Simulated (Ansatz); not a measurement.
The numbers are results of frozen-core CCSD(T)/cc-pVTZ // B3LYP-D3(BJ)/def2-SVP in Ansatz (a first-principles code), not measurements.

Ansatz 0.2 input:
```yaml
crystal:
  periodic: [false, false, false]
  atoms:
    - { symbol: C, position_ang: [-0.577897, -1.169808, -0.475249] }
    - { symbol: N, position_ang: [-0.013143, 0.16078, -0.418793] }
    - { symbol: C, position_ang: [-0.805699, 1.062146, 0.388662] }
    - { symbol: C, position_ang: [1.37996, 0.152114, -0.029189] }
    - { symbol: H, position_ang: [0.007067, -1.802584, -1.161665] }
    - { symbol: H, position_ang: [-1.612406, -1.128407, -0.85185] }
    - { symbol: H, position_ang: [-0.601269, -1.6818, 0.516632] }
    - { symbol: H, position_ang: [-1.839953, 1.101521, 0.011148] }
    - { symbol: H, position_ang: [-0.389244, 2.081023, 0.341666] }
    - { symbol: H, position_ang: [-0.851353, 0.766778, 1.464388] }
    - { symbol: H, position_ang: [1.546378, -0.231735, 1.005933] }
    - { symbol: H, position_ang: [1.963152, -0.481858, -0.716008] }
    - { symbol: H, position_ang: [1.794405, 1.171832, -0.075674] }
basis:
  gaussian: { orbitals: cc-pVTZ }
correlation:
  method: ccsd_t
```

Output:

```
Functional definition: HF
1387 factors; integrals over basis functions are off by at most 1.2e-3 eV
mean field evaluation 1: about -4713.5348 eV, gradient 3.2e1 eV
mean field evaluation 2: about -4713.7584 eV, gradient 3.2e1 eV
mean field evaluation 4: about -4716.5402 eV, gradient 4.6e0 eV
mean field evaluation 8: about -4716.5949 eV, gradient 2.1e-1 eV
mean field evaluation 16: about -4713.5359 eV, gradient 3.2e1 eV
mean field -4716.59512575 eV, -173.3316738482 hartree, gradient 1.8e-6 eV, S^2 0.000000; 0 other end points of the search recorded, 0 dependent functions left out
4 core orbitals not correlated
reference -4716.59512575 eV, -173.3316738482 hartree; 13, 13 occupied and 229, 229 virtual orbitals, 1387 factors
second order -20.49964820 eV of doubles, -0.00000000 eV of singles
cycle   1  -21.11807289 eV  change   -6.2e-1 eV  update   8.7e-2
cycle   2  -21.62707464 eV  change   -5.1e-1 eV  update   2.4e-2
cycle   3  -21.70739065 eV  change   -8.0e-2 eV  update   1.0e-2
cycle   4  -21.70431730 eV  change    3.1e-3 eV  update   2.3e-3
cycle   5  -21.70474507 eV  change   -4.3e-4 eV  update   1.1e-3
cycle   6  -21.70508622 eV  change   -3.4e-4 eV  update   3.6e-4
cycle   7  -21.70495969 eV  change    1.3e-4 eV  update   1.5e-4
cycle   8  -21.70494431 eV  change    1.5e-5 eV  update   5.1e-5
cycle   9  -21.70494595 eV  change   -1.6e-6 eV  update   1.6e-5
perturbative correction -0.83223858 eV, -0.0305842037 hartree
Total energy: -4739.13231027 eV, -174.1599001033 hartree
```

Cost: about 2.5 core-minutes (a rough figure).
